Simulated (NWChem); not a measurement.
# CH₃O anion

```xyz
5

C      0.0000     0.0000    -0.5320
O      0.0000     0.0000     0.8041
H      0.7284     0.7284    -1.0290
H      0.2666    -0.9951    -1.0290
H     -0.9951     0.2666    -1.0290
```
Atoms are numbered in this order, from 1.

Level: B3LYP/def2-SVPD (NWChem), optimised geometry, unscaled harmonic frequencies. The highest occupied level is positive, so the extra electron may be held by the finite basis. B3LYP is NWChem's, with the RPA form of VWN correlation.

Task: List the harmonic frequencies with IR intensities, and the thermochemistry.

Result: 
```json
[
 {"frequency (cm⁻¹)": "1164", "IR intensity (km/mol)": "0.7"},
 {"frequency (cm⁻¹)": "1164", "IR intensity (km/mol)": "0.7"},
 {"frequency (cm⁻¹)": "1172", "IR intensity (km/mol)": "403.2"},
 {"frequency (cm⁻¹)": "1415", "IR intensity (km/mol)": "21.5"},
 {"frequency (cm⁻¹)": "1415", "IR intensity (km/mol)": "21.5"},
 {"frequency (cm⁻¹)": "1438", "IR intensity (km/mol)": "117.4"},
 {"frequency (cm⁻¹)": "2490", "IR intensity (km/mol)": "602.8"},
 {"frequency (cm⁻¹)": "2490", "IR intensity (km/mol)": "602.8"},
 {"frequency (cm⁻¹)": "2601", "IR intensity (km/mol)": "649.7"}
]
```

```
Property                                                                            Value
-----------------------------------------------------------------------  ----------------
zero-point energy                                                           21.9 kcal/mol
thermal correction to the enthalpy at 298.15 K (with zero-point energy)     24.4 kcal/mol
heat capacity Cv                                                          6.9 cal/(mol K)
entropy at 298.15 K and 1 atm (symmetry number 3)                        52.7 cal/(mol K)
```

Rigid rotor and harmonic oscillator.
